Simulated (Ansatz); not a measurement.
Relaxation of C2H5ClO2 (10 atoms, charge 0, multiplicity 1), to a largest force component of 0.015 eV/Å in at most 40 steps.

These are results of RKS PBE0-D4/cc-pVDZ (Ansatz 0.2.0), not measurements.

```xyz
10
Properties=species:S:1:pos:R:3
C -0.606 -1.149 0.664
O -0.574 -0.361 -0.554
C 0.104 0.853 -0.382
O 1.587 0.616 -0.194
Cl -0.030 1.821 -1.851
H -1.178 -0.516 1.423
H 0.367 -1.390 1.008
H -1.187 -1.998 0.445
H -0.255 1.442 0.519
H 1.856 0.632 -1.076
```

Q: Where does it end, and by what steps?

A: The forces met the threshold. After 8 steps the energy has fallen by 0.605 eV; H10 moved furthest, 0.42 Å.

| step | energy less start (eV) | largest force component (eV/Å) | accepted |
| --- | --- | --- | --- |
| 0 | 0.0000 | 3.818 | yes |
| 1 | -0.4243 | 2.114 | yes |
| 2 | -0.5379 | 1.651 | yes |
| 3 | -0.5365 | 1.045 | no |
| 4 | -0.5942 | 0.731 | yes |
| 5 | -0.5975 | 0.317 | yes |
| 6 | -0.6041 | 0.164 | yes |
| 7 | -0.6049 | 0.018 | yes |
| 8 | -0.6049 | 0.013 | yes |

```xyz
10
Properties=species:S:1:pos:R:3
C -0.586 -1.078 0.621
O -0.516 -0.304 -0.564
C 0.150 0.887 -0.367
O 1.496 0.739 -0.175
Cl -0.207 1.881 -1.841
H -1.148 -0.546 1.411
H 0.418 -1.326 1.003
H -1.120 -2.000 0.359
H -0.237 1.458 0.492
H 1.833 0.238 -0.935
```

Run time: 26 s on 2 threads of Arm Neoverse V1, on a shared host, peak memory 0.21 GiB.
